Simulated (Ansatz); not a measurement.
What does this script print? It uses the Python package of Ansatz (0.2.0).

`fh4psi_relaxed_scan.py`:
```python
import ansatz as az
import numpy as np


def main() -> None:
    geometry_ang = [
        ("F", (-2.0339, -0.0289, 0.2642)),
        ("Si", (-0.6698, -0.2229, -0.4582)),
        ("P", (0.8804, -0.2486, 1.0792)),
        ("H", (-0.6013, -1.5008, -1.1908)),
        ("H", (-0.3873, 0.891, -1.4099)),
        ("H", (0.8313, 1.1322, 1.4435)),
        ("H", (2.0419, -0.09, 0.2264)),
    ]
    system = az.Crystal.molecule()
    for symbol, xyz in geometry_ang:
        system = system.atom(symbol, xyz)

    calculation = (
        system.calculation()
        .basis(gaussian="def2-SVP")
        .functional("B3LYP", dispersion="d3bj")
    )
    symbols = [site.symbol for site in system.cartesian_sites]
    pairs = [(0, 1), (1, 2), (1, 3), (1, 4), (2, 5), (2, 6)]
    print("held (A)   E (eV)        ", "  ".join(f"{symbols[i]}{i}-{symbols[j]}{j}" for i, j in pairs))
    for length in [1.36, 1.47, 1.59, 1.77, 1.99]:
        rep = calculation.relax(constraints=[az.DistanceConstraint((1, 3), at=length)], force_tolerance=0.02, max_steps=60).run().report
        xyz = np.array(rep["positions_ang"])
        print(f"{length:6.2f} {rep['free_energy_ev']:14.5f}  ", "  ".join(f"{np.linalg.norm(xyz[i] - xyz[j]):.3f}" for i, j in pairs))


if __name__ == "__main__":
    main()
```

```console
$ python fh4psi_relaxed_scan.py
held (A)   E (eV)         F0-Si1  Si1-P2  Si1-H3  Si1-H4  P2-H5  P2-H6
DeckWarning: relax.constraints: the input's atoms, or those drawn, lie off the distances that are held; a relaxation that starts there is brought onto them ahead of its first SCF, by positions alone, an atom by 5.73e-2 Å at the most. With the symmetry [...]
  1.36   -19943.39585   1.632  2.268  1.360  1.490  1.429  1.433
  1.47   -19943.57222   1.631  2.267  1.470  1.488  1.429  1.432
  1.59   -19943.49590   1.629  2.265  1.590  1.488  1.430  1.432
  1.77   -19943.10584   1.627  2.263  1.770  1.487  1.431  1.432
  1.99   -19942.45572   1.625  2.259  1.990  1.487  1.432  1.432
```
(Warnings from the package without file and line, shortened, repeats left out.)

What to keep in mind:
- Total energies depend on the basis set; only differences at equal settings carry meaning.
- The energies are electronic: no zero-point or thermal terms, and the basis set is short of its limit.
- b3lyp holds the VWN-RPA fit, as in Gaussian; the form of ORCA and Turbomole is b3lyp5.
- Hardware and time: 110 s on 1 thread of Intel(R) Xeon(R) Platinum 8259CL CPU @ 2.50GHz (Skylake/Cascade Lake), with other jobs on the host, peak memory 0.22 GiB.
